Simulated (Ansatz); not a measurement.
fcc Ir, treated with r²SCAN in Ansatz (PAW).

Numerical settings: plane-wave cutoff 560 eV, 24×24×24 k mesh, Fermi–Dirac smearing 0.05 eV, no spin polarisation, scalar-relativistic PAW data made under PBE.

Pressure at four volumes; x = ln(V/14.205 Å³). One pressure is withheld.

| V (Å³/atom) | x | P (GPa) |
|---|---|---|
| 13.353 | -0.0619 | 27.24 |
| 14.205 | 0.0000 | -0.01 |
| 14.774 | 0.0393 | -13.40 |
| 15.058 | 0.0583 | ? |

Task: Pass a parabola P(x) through the three rows shown, estimate the bulk modulus and its pressure derivative near zero pressure, and predict the withheld pressure.

Result: Slopes between the rows: (-0.01 − (27.24))/(0.0000 − (-0.0619)) = -440.23 and (-13.40 − (-0.01))/(0.0393 − (0.0000)) = -340.71 GPa. Their difference over the span 0.1012 is c = 99.52/0.1012 = 983.4 GPa, so P(x) = 27.24 + (-440.23)(x − (-0.0619)) + 983.4 (x − (-0.0619))(x − (0.0000)). At the middle row B = −dP/dx = −[-440.23 + 983.4 × 0.0619] = 379.4 GPa, and B′ = dB/dP = 2c/B = 5.2. At x = 0.0583 the parabola gives -18.78 GPa; the run gives -18.95 GPa. The Birch–Murnaghan fit to the energies at all volumes has B0 = 377 GPa and B′ = 5.1.

Measured, for comparison: bulk modulus 365 GPa (corrected for temperature and zero-point phonon effects; as tabulated in Levämäki et al. (2014), arXiv:1402.3671). Computed less measured: bulk modulus +3.3 %.

Spin–orbit coupling is not included.

Ansatz is a quantum-chemistry and plane-wave program.
